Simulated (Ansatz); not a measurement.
# Cl2HIn (InCl2H): the cost of one run

Program: Ansatz 0.2.0, Gaussian basis. Level of theory: the settings change from run to run. These are calculated values, not measurements.

1 further run of the same task is left out (set aside as unsound or not needed). Runs told in other sessions of the task aren't counted.

### 1 The relaxed structure

The structure was relaxed beforehand with r2SCAN-D4 in a triple-zeta def2 set. In takes a core potential in def2 sets; no spin-orbit term is included.

4 atoms, charge 0, spin multiplicity 1.

Atoms are counted from 1 here; the program's logs count them from 0.

Bond lengths: In1–Cl2 2.317 Å, In1–Cl3 2.317 Å, In1–H4 1.692 Å. Angles: Cl2–In1–Cl3 111.3°, Cl2–In1–H4 124.3°, Cl3–In1–H4 124.3°.

### 2 wB97/def2-SVP

Set apart from the defaults: charge +1, multiplicity 2, high accuracy.

Input file in.yaml:

```yaml
crystal:
  periodic: [false, false, false]
  atoms:
    - {symbol: In, position_ang: [-0.117976, -0.198044, 0.000167]}
    - {symbol: Cl, position_ang: [2.194563, -0.054346, 0.013507]}
    - {symbol: Cl, position_ang: [-1.092790, 1.903898, -0.015054]}
    - {symbol: H, position_ang: [-0.983797, -1.651507, 0.001381]}
basis:
  gaussian: {orbitals: def2-SVP}
total_charge: 1
magnetization: {spin_polarized: true, initial_magnetization: 1}
hamiltonian: {xc: {name: wB97}}
accuracy: high
scf: {omitted_lower_state_checks: [starts]}
output: {forces: true}
```

Started as:

```bash
> ansatz run in.yaml --threads 4 --pin off --events-out ev --progress --plain --max-ram 3916MiB
```

Q: Estimate wall time and peak memory on 4 threads of Arm Neoverse V2, shared host.

About 27 s, with a peak of 0.64 GiB.
